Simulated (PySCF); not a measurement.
**One shape, several levels: SiH2S2 (SMILES S[Si]S)**

Wanted: a comparison of 5 runs (HF/STO-3G, B3LYP/6-31G*, M06-2X/6-31G**, M06-2X/def2-TZVP, MP2/def2-TZVP) of SiH2S2. Input form: a Python script.

The calculation is run with PySCF 2.14.0.

## Step 1: The molecule

SiH2S2 has 5 atoms, charge 0, and is taken as a singlet. As SMILES, `S[Si]S`. Geometry: relaxed at PBE0-D4/def2-TZVP. This is one conformer, not always the lowest.

Bond lengths: S1–Si2 2.140 Å, Si2–S3 2.145 Å, S1–H4 1.344 Å, S3–H5 1.346 Å. Angles: S1–Si2–S3 98.2°, Si2–S1–H4 94.8°, Si2–S3–H5 101.2°.

## Step 2: Energy and forces at HF/STO-3G (run 1)

job.py

```python
import pyscf.grad
from pyscf import gto, scf

mol = gto.M(
    atom='''
S     -1.210748    -1.934702    -1.022720
Si    -1.238149     1.830956     0.449377
S      2.695694     2.111391     1.387437
H     -3.693848    -1.969473    -1.559213
H      3.541536    -0.177445     0.666884
''',
    max_memory=1860,
    basis='sto-3g',
    charge=0,
    unit='bohr',
    spin=0,
    verbose=3,
)

hf = scf.RHF(mol)
hf.conv_tol = 1e-10
hf.kernel()
if not hf.converged:
    hf = hf.newton().run(hf.mo_coeff, hf.mo_occ)

etot = hf.e_tot
print('E(%s) = %.9f' % ('HF', etot))
grad = hf.Gradients().kernel()
hf.analyze()
```

Launch:

```sh
OMP_NUM_THREADS=1 python job.py
```

The log of the run:

```text
converged SCF energy = -1073.11470028614
E(HF) = -1073.114700286
--------------- RHF gradients ---------------
         x                y                z
0 S     0.0124749326    -0.0161021019    -0.0036906368
1 Si    -0.0189778273     0.0130958843     0.0011445345
2 S     0.0129259462     0.0117824024     0.0073473340
3 H    -0.0118182504     0.0018291175    -0.0017716701
4 H     0.0053951990    -0.0106053022    -0.0030295616
----------------------------------------------
**** MO energy ****
MO #1   energy= -90.6901902465887  occ= 2
MO #2   energy= -90.6824246550211  occ= 2
MO #3   energy= -67.9229889854821  occ= 2
MO #4   energy= -8.60474880691828  occ= 2
MO #5   energy= -8.59698625197252  occ= 2
MO #6   energy= -6.23667946976942  occ= 2
MO #7   energy= -6.2345128620168   occ= 2
MO #8   energy= -6.23202818391596  occ= 2
MO #9   energy= -6.22901962150982  occ= 2
MO #10  energy= -6.2266581895155   occ= 2
MO #11  energy= -6.22438503795231  occ= 2
MO #12  energy= -5.92917323825551  occ= 2
MO #13  energy= -3.94589621966935  occ= 2
MO #14  energy= -3.94496320882893  occ= 2
MO #15  energy= -3.9442485135145   occ= 2
MO #16  energy= -0.902454121548954 occ= 2
MO #17  energy= -0.851829948093395 occ= 2
MO #18  energy= -0.555405319105682 occ= 2
MO #19  energy= -0.461963202885506 occ= 2
MO #20  energy= -0.396558254393797 occ= 2
MO #21  energy= -0.298595074462246 occ= 2
MO #22  energy= -0.293057150727047 occ= 2
MO #23  energy= -0.250088850252676 occ= 2
MO #24  energy= -0.225477197527298 occ= 2
MO #25  energy= 0.214650416618635  occ= 0
MO #26  energy= 0.392405934776153  occ= 0
MO #27  energy= 0.430081085142902  occ= 0
MO #28  energy= 0.511521083258683  occ= 0
MO #29  energy= 0.535840467740633  occ= 0
 ** Mulliken atomic charges  **
charge of    0S =     -0.07931
charge of    1Si =      0.26868
charge of    2S =     -0.08053
charge of    3H =     -0.05481
charge of    4H =     -0.05404
Dipole moment(X, Y, Z, Debye): -1.34164,  0.04353, -0.26545
```

It took 3.3 s on 1 thread of Intel Xeon at 2.50GHz (Skylake/Cascade Lake), shared host; peak memory 0.12 GiB.

## Step 3: Energy and gradient at B3LYP/6-31G(d) (Cartesian functions) (run 2)

calc.py

```python
from pyscf import gto, dft

molecule = gto.M(
    atom=[
    ('S', (-0.640700, -1.023800, -0.541200)),
    ('Si', (-0.655200, 0.968900, 0.237800)),
    ('S', (1.426500, 1.117300, 0.734200)),
    ('H', (-1.954700, -1.042200, -0.825100)),
    ('H', (1.874100, -0.093900, 0.352900)),
],
    spin=0,
    max_memory=1860,
    cart=True,
    basis='6-31g*',
    verbose=3,
)

mf = dft.RKS(molecule)
mf.xc = 'b3lyp'
mf.grids.level = 5
mf.conv_tol = 1e-10
mf.kernel()
if not mf.converged:
    mf = mf.newton().run(mf.mo_coeff, mf.mo_occ)

e_final = mf.e_tot
print('Final energy', e_final)
grad = mf.nuc_grad_method().kernel()
mf.analyze()
```

Launch:

```sh
OMP_NUM_THREADS=1 python calc.py
```

The log of the run:

```text
converged SCF energy = -1087.10196714494
Final energy -1087.1019671449394
--------------- RKS gradients ---------------
         x                y                z
0 S    -0.0003884605     0.0085708928     0.0032851993
1 Si     0.0071442866    -0.0095076537    -0.0022284250
2 S    -0.0067904102    -0.0043046789    -0.0031179958
3 H     0.0034516226     0.0020798187     0.0015423446
4 H    -0.0034194506     0.0031618636     0.0005205089
----------------------------------------------
**** MO energy ****
MO #1   energy= -88.8911682197745  occ= 2
MO #2   energy= -88.8859240479613  occ= 2
MO #3   energy= -66.1735277607191  occ= 2
MO #4   energy= -7.95814056732728  occ= 2
MO #5   energy= -7.95287800118575  occ= 2
MO #6   energy= -5.9217487736865   occ= 2
MO #7   energy= -5.91764476189173  occ= 2
MO #8   energy= -5.91668973113704  occ= 2
MO #9   energy= -5.914896576819    occ= 2
MO #10  energy= -5.91210309718723  occ= 2
MO #11  energy= -5.90968165135943  occ= 2
MO #12  energy= -5.31996592642664  occ= 2
MO #13  energy= -3.68007960280482  occ= 2
MO #14  energy= -3.67772432980387  occ= 2
MO #15  energy= -3.67465137518855  occ= 2
MO #16  energy= -0.769567373865914 occ= 2
MO #17  energy= -0.736539020728079 occ= 2
MO #18  energy= -0.500919948598528 occ= 2
MO #19  energy= -0.446919694120196 occ= 2
MO #20  energy= -0.389339125426495 occ= 2
MO #21  energy= -0.328037369029676 occ= 2
MO #22  energy= -0.314354263252737 occ= 2
MO #23  energy= -0.273205021062751 occ= 2
MO #24  energy= -0.255459931961344 occ= 2
MO #25  energy= -0.0868182559762389 occ= 0
MO #26  energy= -0.02003269417221  occ= 0
MO #27  energy= 0.00930321253504784 occ= 0
MO #28  energy= 0.024664165034245  occ= 0
MO #29  energy= 0.0632382202515962 occ= 0
MO #30  energy= 0.176872992343025  occ= 0
MO #31  energy= 0.223367525550184  occ= 0
MO #32  energy= 0.233162007772188  occ= 0
MO #33  energy= 0.242649272618794  occ= 0
MO #34  energy= 0.296363261683964  occ= 0
MO #35  energy= 0.331402549980884  occ= 0
MO #36  energy= 0.33453325001837   occ= 0
MO #37  energy= 0.367711439827834  occ= 0
MO #38  energy= 0.37846187801693   occ= 0
MO #39  energy= 0.394128682140991  occ= 0
MO #40  energy= 0.462375282389863  occ= 0
MO #41  energy= 0.497082283253855  occ= 0
MO #42  energy= 0.511935233370204  occ= 0
MO #43  energy= 0.537237444795909  occ= 0
MO #44  energy= 0.537245281509681  occ= 0
MO #45  energy= 0.638816165681938  occ= 0
MO #46  energy= 0.660283858457633  occ= 0
MO #47  energy= 0.713771982004095  occ= 0
MO #48  energy= 0.745491246634652  occ= 0
MO #49  energy= 0.752428809577439  occ= 0
MO #50  energy= 0.757483659800876  occ= 0
MO #51  energy= 0.797651353323217  occ= 0
MO #52  energy= 0.856569855844977  occ= 0
MO #53  energy= 0.867392497429771  occ= 0
MO #54  energy= 0.898657072992298  occ= 0
MO #55  energy= 1.04203104130905   occ= 0
MO #56  energy= 1.11434416086596   occ= 0
MO #57  energy= 1.13103456278359   occ= 0
MO #58  energy= 1.21582902939865   occ= 0
MO #59  energy= 2.87622630711003   occ= 0
MO #60  energy= 3.86183076113826   occ= 0
MO #61  energy= 3.87731709325207   occ= 0
 ** Mulliken atomic charges  **
charge of    0S =     -0.21974
charge of    1Si =      0.23607
charge of    2S =     -0.20666
charge of    3H =      0.09921
charge of    4H =      0.09112
Dipole moment(X, Y, Z, Debye): -0.96855, -0.74186, -0.49522
```

Run time: 34 s. Hardware: 1 thread of Intel Xeon at 2.50GHz (Skylake/Cascade Lake), shared host; peak memory 0.6 GiB.

Runs 3 to 4 aren't shown in full; the table further down has their settings and results.

## Step 4: Energy and forces at MP2/def2-TZVP (run 5)

mol.xyz

```xyz
5
H2S2Si
S     -0.640700    -1.023800    -0.541200
Si    -0.655200     0.968900     0.237800
S      1.426500     1.117300     0.734200
H     -1.954700    -1.042200    -0.825100
H      1.874100    -0.093900     0.352900
```

input.py

```python
from pyscf import gto, scf, mp

molecule = gto.Mole()
molecule.atom = 'mol.xyz'
molecule.max_memory = 1860
molecule.basis = 'def2-tzvp'
molecule.verbose = 3
molecule.build()

myscf = scf.RHF(molecule)
myscf.conv_tol = 1e-10
myscf.kernel()
if not myscf.converged:
    myscf = myscf.newton().run(myscf.mo_coeff, myscf.mo_occ)

pt = mp.MP2(myscf, frozen=15).run()
energy = pt.e_tot
print('E = %.10f Eh' % energy)
grad = pt.nuc_grad_method().kernel()
myscf.analyze()
```

Launch:

```sh
OMP_NUM_THREADS=1 python input.py
```

The log of the run:

```text
converged SCF energy = -1085.22339770407
[... 13 lines left out ...]
MO #2   energy= -91.9591839944889  occ= 2
[... 10 lines left out ...]
MO #13  energy= -4.27517345137773  occ= 2
[... 10 lines left out ...]
MO #24  energy= -0.34616441594903  occ= 2
[... 10 lines left out ...]
MO #35  energy= 0.337726598395309  occ= 0
[... 10 lines left out ...]
MO #46  energy= 0.566354106488947  occ= 0
[... 10 lines left out ...]
MO #57  energy= 1.01110983772682   occ= 0
[... 10 lines left out ...]
MO #68  energy= 1.43415231100654   occ= 0
[... 10 lines left out ...]
MO #79  energy= 1.78766296431212   occ= 0
[... 10 lines left out ...]
MO #90  energy= 2.05432094085258   occ= 0
[... 10 lines left out ...]
MO #101 energy= 2.40950368621357   occ= 0
[... 10 lines left out ...]
MO #112 energy= 6.5772911344547    occ= 0
[... 10 lines left out ...]
MO #123 energy= 19.3863450834574   occ= 0
[... 6 lines left out ...]
Dipole moment(X, Y, Z, Debye): -0.86204, -0.61931, -0.42468
```

Run time: 2.3 min. Hardware: 1 thread of Intel Xeon at 2.50GHz (Skylake/Cascade Lake), shared host; peak memory 1.8 GiB.

## Step 5: The series

| run | level | Cartesian functions | integration grid | energy (Eh) | dipole moment (D) of the reference | HOMO energy (eV) | LUMO energy (eV) | wall time |
| --- | --- | --- | --- | --- | --- | --- | --- | --- |
| 1 | HF/STO-3G | no | – | -1073.114700 | 1.37 | -6.14 | 5.84 | 3.3 s |
| 2 | B3LYP/6-31G* (Cartesian functions) | yes | 5 | -1087.101967 | 1.32 | -6.95 | -2.36 | 34 s |
| 3 | M06-2X/6-31G** (spherical functions) | no | 5 | -1086.979630 | 1.38 | -8.16 | -1.50 | 63 s |
| 4 | M06-2X/def2-TZVP | no | 5 | -1087.088787 | 1.10 | -8.09 | -1.40 | 2.9 min |
| 5 | MP2/def2-TZVP | no | – | -1085.665129 | 1.14 | -9.42 | 0.90 | 2.3 min |

## Step 6: Summary of results

```
                                           quantity           value
                                run 5: total energy  -1085.66513 Eh
        run 5: dipole moment (Hartree–Fock density)          1.14 D
         run 5: HOMO energy (Hartree–Fock orbitals)        -9.42 eV
         run 5: LUMO energy (Hartree–Fock orbitals)         0.90 eV
       run 5: HOMO–LUMO gap (Hartree–Fock orbitals)        10.32 eV
run 5: correlation energy (15 core orbitals frozen)      -441.7 mEh
                    run 5: largest force on an atom      0.110 eV/Å
```

Over runs 1, 2, 3, 4 the dipole moment (its size) runs from 1.10 D (M06-2X/def2-TZVP) to 1.38 D (M06-2X/6-31G**). Over runs 1, 2, 3, 4 the HOMO–LUMO gap runs from 4.59 eV (B3LYP/6-31G*) to 11.98 eV (HF/STO-3G). The two ends differ in method and basis. Totals of different functionals can't be ranked against each other. In run 1 the basis is minimal, so the values are rough. All runs together took 6.9 min, the longest 2.9 min.
